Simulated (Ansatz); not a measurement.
Harmonic vibrations of C3 by finite differences.

```yaml
crystal:
  periodic: [false, false, false]
  atoms:
    - {symbol: C, position_ang: [-0.000247, -0.000206, 0.000352]}
    - {symbol: C, position_ang: [0.866183, -0.958262, 0.045111]}
    - {symbol: C, position_ang: [-0.865937, 0.958468, -0.045463]}
basis:
  gaussian: {orbitals: def2-TZVP}
hamiltonian: {xc: r2scan, dispersion: d4}
scf: {omitted_lower_state_checks: [starts]}
phonons: {temperatures: {t_min: 298.15, t_max: 900, t_step: 200}}
```

```sh
$ ansatz run in.yaml --threads 4 --pin off --events-out ev --progress --plain --max-ram 3916MiB
```

Shortened log:

```
Functional definition: r2SCAN
  name "r2SCAN"
  cite "Furness, Kaplan, Ning, Perdew & Sun, J. Phys. Chem. Lett. 11, 8208 (2020) doi:10.1021/acs.jpclett.0c02405"
  cite "Furness, Kaplan, Ning, Perdew & Sun, J. Phys. Chem. Lett. 11, 9248 (2020) doi:10.1021/acs.jpclett.0c03077"
  parent r2scan
  parameter k0 = 0.174
  parameter k1 = 0.065
  parameter a1 = 4.9479
  exchange = r2scan_x(k0 = k0, k1 = k1, a1 = a1)
  correlation = r2scan_c
these checks for a lower state are left out or cut short: starts
mean field -3102.31840719 eV, -114.0080986373 hartree, gradient 3.0e-5 eV, S^2 0.000000; 0 other end points of the search recorded, 0 dependent functions left out
the calculation of the forces begins
these checks for a lower state are left out or cut short: stability, starts, cluster_reference, orbital_swaps, neighbouring_geometries, increment
mean field -3102.31826902 eV, -114.0080935596 hartree, gradient 5.1e-6 eV, S^2 0.000000; 0 other end points of the search recorded, 0 dependent functions left out
the calculation of the forces begins
these checks for a lower state are left out or cut short: stability, starts, cluster_reference, orbital_swaps, neighbouring_geometries, increment
mean field -3102.31826885 eV, -114.0080935535 hartree, gradient 5.1e-6 eV, S^2 0.000000; 0 other end points of the search recorded, 0 dependent functions left out
the calculation of the forces begins
these checks for a lower state are left out or cut short: stability, starts, cluster_reference, orbital_swaps, neighbouring_geometries, increment
mean field -3102.31835938 eV, -114.0080968802 hartree, gradient 5.4e-6 eV, S^2 0.000000; 0 other end points of the search recorded, 0 dependent functions left out
the calculation of the forces begins
these checks for a lower state are left out or cut short: stability, starts, cluster_reference, orbital_swaps, neighbouring_geometries, increment
mean field -3102.31834974 eV, -114.0080965261 hartree, gradient 5.2e-6 eV, S^2 0.000000; 0 other end points of the search recorded, 0 dependent functions left out
the calculation of the forces begins
these checks for a lower state are left out or cut short: stability, starts, cluster_reference, orbital_swaps, neighbouring_geometries, increment
mean field -3102.31833602 eV, -114.0080960219 hartree, gradient 5.3e-6 eV, S^2 0.000000; 0 other end points of the search recorded, 0 dependent functions left out
the calculation of the forces begins
these checks for a lower state are left out or cut short: stability, starts, cluster_reference, orbital_swaps, neighbouring_geometries, increment
mean field -3102.31832408 eV, -114.0080955829 hartree, gradient 5.3e-6 eV, S^2 0.000000; 0 other end points of the search recorded, 0 dependent functions left out
the calculation of the forces begins
Total energy: -3102.32757940 eV, -114.0084357097 hartree
Atom 0 at    -0.000247    -0.000206     0.000352 Å, force     0.000009     0.000007    -0.000012 eV/Å
Atom 1 at     0.866183    -0.958262     0.045111 Å, force     0.002424    -0.002691     0.000133 eV/Å
Atom 2 at    -0.865937     0.958468    -0.045463 Å, force    -0.002433     0.002683    -0.000121 eV/Å
Dipole moment:    -0.000152    -0.000127     0.000217 e Å
Vibrations: 28.83 28.88 1223.06 2122.67 cm⁻¹, zero-point energy 0.210986 eV
Checks for a lower state left out: starts
```

It took 2.7 s on 4 threads of Arm Neoverse V2 on a shared host.

The structure comes from a short search, and lower isomers may exist.
